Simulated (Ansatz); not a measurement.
# AlNH2 (quintet): wave-function methods side by side, cc-pVTZ

The task here is to estimate one member of a computed series from the others.

The runs use Ansatz 0.2.0, Gaussian basis; cc-pVTZ, core rule «outside noble gas», up to 6 orbitals frozen.

To be run: UHF; CCSD(T) on ROHF; CCSD(T) on UHF; BCCD(T) on ROHF; CCSDT(Q) on ROHF; CCSDT(Q) on UHF.

16 further runs of the same task are left out: 10 for a known fault of the program, 6 set aside as unsound or not needed.

## The system

The geometry is a PBE0/def2-TZVP stationary point (not a proven minimum) of the parent state, kept for this charge and spin.

4 atoms, charge 0, spin multiplicity 5.

Atoms are counted from 1 here; the program's logs count them from 0.

Bond lengths: Al1–N2 1.771 Å, N2–H3 1.007 Å, N2–H4 1.007 Å. Angles: Al1–N2–H3 124.1°, Al1–N2–H4 124.1°, H3–N2–H4 111.7°.

Set-up of the first run:

Contents of in.yaml:

```yaml
crystal:
  periodic: [false, false, false]
  atoms:
    - {symbol: Al, position_ang: [0.000000, 0.000000, 0.686473]}
    - {symbol: N, position_ang: [0.000000, 0.000000, -1.084932]}
    - {symbol: H, position_ang: [0.000000, 0.833405, -1.649784]}
    - {symbol: H, position_ang: [0.000000, -0.833405, -1.649784]}
basis:
  gaussian: {orbitals: cc-pVTZ}
magnetization: {spin_polarized: true, initial_magnetization: 4}
hamiltonian: {xc: hf}
output: {orbitals: {seedname: orbitals}}
```

Started as:

```bash
ansatz run in.yaml --threads 1 --pin off --events-out ev --progress --plain --max-ram 2816MiB --backend cpu
```

Among the steps run: UHF; CCSD(T) on ROHF; CCSD(T) on UHF; BCCD(T) on ROHF; CCSDT(Q) on ROHF; CCSDT(Q) on UHF.

One of the session's tables, all rows but one given; the rest of the session is left out.

| method | from UCCSDT(Q) (meV) |
| --- | --- |
| ROHF | +6421.6 |
| UHF | +6281.5 |
| RMP2 | +813.5 |
| UMP2 | ? |
| RCCSD | +203.7 |
| UCCSD | +198.8 |
| RCCSD(T) | +25.3 |
| UCCSD(T) | +22.7 |
| BCCD(T) | +25.3 |
| RCCSDT | +9.1 |
| UCCSDT | +5.9 |
| RCCSDT(Q) | +3.3 |
| UCCSDT(Q) | 0 |

Estimate the missing values for UMP2.

The run gave: from UCCSDT(Q) (meV): +827.0. In the column «from UCCSDT(Q) (meV)» it lies between RMP2 (+813.5) and UHF (+6281.5).

Among the levels timed on like hardware and quicker than the yardstick, those that no quicker one beats, quickest first: RCCSD(T) (3.8 s, +25.3 meV); BCCD(T) (3.8 s, +25.3 meV); UCCSD(T) (14 s, +22.7 meV).

Limits of these values: Restricted and unrestricted rows rest on different reference determinants; where their highest levels disagree by more than a few hundredths of an eV, they describe different states and don't form one ladder.
